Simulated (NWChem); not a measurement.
System: fluoromethane (CH$_{3}$F); SMILES FC

```xyz
5

C      0.0000     0.0000    -0.6018
F      0.0000     0.0000     0.7616
H      0.7326     0.7326    -0.9796
H      0.2681    -1.0007    -0.9796
H     -1.0007     0.2681    -0.9796
```
Atoms are numbered in this order, from 1.

The geometry was optimised at PBE0/def2-SVP.

 Unshifted, non-relativistic core excitations; the lowest 4 roots alone, so stronger bands may lie above.

Task: List the first F K-edge excitations from PBE/6-311G** (spherical d), restricted-window TDA (NWChem).

Result: 
```
state  energy (eV)  dipole oscillator strength           leading excitation (squared amplitude)
-----  -----------  --------------------------  -----------------------------------------------
S1           659.9                      0.0002    1s of atom 2 or its equivalents → LUMO (1.00)
S2           661.5                      0.0008  1s of atom 2 or its equivalents → LUMO+2 (1.00)
S3           661.5                      0.0008  1s of atom 2 or its equivalents → LUMO+3 (1.00)
S4           661.7                      0.0180  1s of atom 2 or its equivalents → LUMO+1 (1.00)
```
